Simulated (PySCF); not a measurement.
**A thermochemical cycle for SH**

PBE0 in PySCF with def2-TZVP on every atom, for the lowest determinant that a PBE0 search found; no spin–orbit coupling. SH, a doublet (π ↑), has De = 3.74 eV to neutral atoms, and SH⁺, a triplet (π ↑↑), has De = 3.81 eV to H + S⁺.

The adiabatic ionisation energy of SH, between the minima, is 10.33 eV.

Task: Which ionisation energy of the S atom does this level give?

Result: IE(S) = IE(molecule) + De(ion) − De(neutral) = 10.33 + 3.81 − 3.74 = 10.40 eV; the measured value is 10.36 eV (NIST ASD).

For an ion De counts to the pair picked by the measured ionisation energies or electron affinities, which need not be the lowest pair at this level. States were picked by a PBE0 search and need not be the measured ground states.
